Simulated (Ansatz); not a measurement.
Ansatz (a program for electronic structure) job for carbon disulfide (CS₂), SMILES S=C=S, B3LYP-D3(BJ)/def2-TZVP. 

Ansatz 0.2 input:
```yaml
crystal:
  periodic: [false, false, false]
  atoms:
    - {symbol: S, position_ang: [0.00000000, 0.00000000, -1.55009826]}
    - {symbol: C, position_ang: [0.00000000, 0.00000000, 0.00000000]}
    - {symbol: S, position_ang: [0.00000000, 0.00000000, 1.55009826]}
basis:
  gaussian:
    orbitals: def2-TZVP
hamiltonian:
  xc: b3lyp
  dispersion: d3bj
relax: {f_tol: 0.002, max_steps: 200}
```

Program output:

```
Functional definition: B3LYP
integrals: 0.03 GiB planned
722 factors; their error is unknown
mean field: 0.29 GiB planned
mean field evaluation 1: about -22706.4628 eV, gradient 3.7e1 eV
mean field evaluation 2: about -22696.0500 eV, gradient 7.0e1 eV
mean field evaluation 4: about -22709.6562 eV, gradient 1.8e0 eV
mean field evaluation 8: about -22709.7031 eV, gradient 1.5e-2 eV
mean field -22709.70305253 eV, -834.5661939908 hartree, gradient 2.6e-5 eV, S^2 0.000000; 0 other end points of the search recorded, 0 dependent functions left out
the calculation of the forces begins
reference -22709.70324125 eV, -834.5662009262 hartree; 19, 19 occupied and 86, 86 virtual orbitals, 722 factors
relax step   1: F+E_penalty+E_count = -22709.84602354 eV  Δ(F+E_penalty+E_count) = +0.000e0 eV  max|allowed force component| = 1.429e-1 eV/Å  Δτ_max = 0.0000 Å  (26 SCF iters, accepted)
these checks for a lower state are left out or cut short: starts, cluster_reference, orbital_swaps, neighbouring_geometries, increment
integrals: 0.03 GiB planned
722 factors; their error is unknown
mean field: 0.29 GiB planned
mean field evaluation 16: about -22709.6618 eV, gradient 2.5e-1 eV
mean field -22709.70341635 eV, -834.5662073610 hartree, gradient 1.8e-5 eV, S^2 0.000000; 0 other end points of the search recorded, 0 dependent functions left out
the calculation of the forces begins
reference -22709.70360512 eV, -834.5662142982 hartree; 19, 19 occupied and 86, 86 virtual orbitals, 722 factors
relax step   2: F+E_penalty+E_count = -22709.84631734 eV  Δ(F+E_penalty+E_count) = -2.938e-4 eV  max|allowed force component| = 6.548e-2 eV/Å  Δτ_max = 0.0014 Å  (30 SCF iters, accepted)
these checks for a lower state are left out or cut short: starts, cluster_reference, orbital_swaps, neighbouring_geometries, increment
integrals: 0.03 GiB planned
722 factors; their error is unknown
mean field: 0.29 GiB planned
mean field -22709.70355467 eV, -834.5662124442 hartree, gradient 2.1e-5 eV, S^2 0.000000; 0 other end points of the search recorded, 0 dependent functions left out
the calculation of the forces begins
reference -22709.70374348 eV, -834.5662193830 hartree; 19, 19 occupied and 86, 86 virtual orbitals, 722 factors
relax step   3: F+E_penalty+E_count = -22709.84639606 eV  Δ(F+E_penalty+E_count) = -7.871e-5 eV  max|allowed force component| = 3.220e-4 eV/Å  Δτ_max = 0.0012 Å  (31 SCF iters, accepted)
integrals: 0.03 GiB planned
722 factors; their error is unknown
mean field: 0.29 GiB planned
mean field evaluation 32: about -22709.6620 eV, gradient 1.2e-1 eV
mean field -22709.70355467 eV, -834.5662124442 hartree, gradient 2.3e-5 eV, S^2 0.000000; 1 other end points of the search recorded, 0 dependent functions left out
the calculation of the forces begins
reference -22709.70374348 eV, -834.5662193830 hartree; 19, 19 occupied and 86, 86 virtual orbitals, 722 factors
Total energy: -22709.84658487 eV, -834.5714687072 hartree
Atom 0 at    -0.000000    -0.000000    -1.552708 Å, force    -0.000000    -0.000000    -0.000322 eV/Å
Atom 1 at     0.000000     0.000000    -0.000000 Å, force     0.000000     0.000000    -0.000000 eV/Å
Atom 2 at    -0.000000    -0.000000     1.552708 Å, force    -0.000000    -0.000000     0.000322 eV/Å
Dipole moment:     0.000000     0.000000     0.000000 e Å
```

The run converged.

Cost: about 8 core-seconds (a rough figure).
